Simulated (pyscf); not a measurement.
PySCF, gas phase, ωB97X-D3(BJ)/def2-SVP geometries.

Question: What are the homolytic bond dissociation enthalpies (298 K) of `[NH2][Ga]([NH2])[NH2]` at ωB97M-D3(BJ)/def2-TZVP, weakest first?

Answer: Ga–N to NH₂• + [H₂N–Ga–NH₂]•: 3.88 eV; H–N to •HN–Ga(NH₂)–NH₂ + H•: 4.76 eV. Ring and multiple bonds, and those that leave no two simple radicals, are not listed. The radicals are drawn with the spin at the cut bond; how far it spreads was not checked. Other isomers of [H₂N–Ga–NH₂]•, •HN–Ga(NH₂)–NH₂ were not searched in full and may lie lower. Elements up to Kr have no core potential and no relativistic terms here.
